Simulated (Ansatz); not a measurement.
H$_{3}$Si–BH⁺, triplet: the ladder up to UCCSDT(Q)

Geometry: that of the H3Si–BH, doublet, kept fixed. The singlet lies 3.5 eV lower here.

```csv
atom,x (Å),y (Å),z (Å)
Si,0.0000,0.0275,0.5292
B,0.0000,-0.1188,-1.4404
H,0.0000,1.3973,1.1216
H,1.2095,-0.6900,1.0219
H,-1.2095,-0.6900,1.0219
H,0.0000,0.4894,-2.4617
```

Basis cc-pVDZ; Ansatz 0.2.0. Correlated methods freeze the noble-gas cores, which leaves 10 electrons in 46 orbitals. Prefix R: restricted or restricted open-shell reference; prefix U: unrestricted. Active spaces: frontier = (10e, 10o) about the gap.

Full CI isn't at hand for all of this; UCCSDT(Q) serves as the reference, and is uncertain by the last step of the cluster series or more. The frozen core follows each run's orbitals, which can shift R against U totals by a few meV.

For open shells CISD is restricted-active-space CI with the open shells as a complete middle space.

* UHF ⟨S²⟩: 2.013
* T1 diagnostic (RCCSD): 0.0426
* largest doubles amplitude (RCCSD): 0.036
* T1 diagnostic (UCCSD): 0.0337

```tsv
level	E − E(UCCSDT(Q)) (mEh)	share of correlation (%)	wall time
RHF	193.77	0.00	–
UHF	190.24	1.82	–
RMP2	50.52	73.93	–
UMP2	49.86	74.27	–
CISD	19.90	89.73	2.4 s
RCCSD	6.58	96.60	–
UCCSD	6.54	96.62	–
RCCSD(T)	1.70	99.12	7.5 s
UCCSD(T)	1.73	99.11	7.5 s
BCCD(T)	1.73	99.11	7.5 s
RCCSDT	0.20	99.90	–
UCCSDT	0.19	99.90	–
RCCSDT(Q)	0.05	99.98	36 s
CASSCF (frontier space)	126.43	34.75	–
NEVPT2 (frontier space)	43.81	77.39	37 s
```

The correlation energy at UCCSDT(Q), counted from RHF, is -5.273 eV. That run took 34 s on 1 thread of Intel Xeon 6975P-C, shared host.

Times hold each run's SCF and search for its determinant on a shared host, so for small cases they say little of a method's own cost; they ran on 1 thread of Intel Xeon 6975P-C.
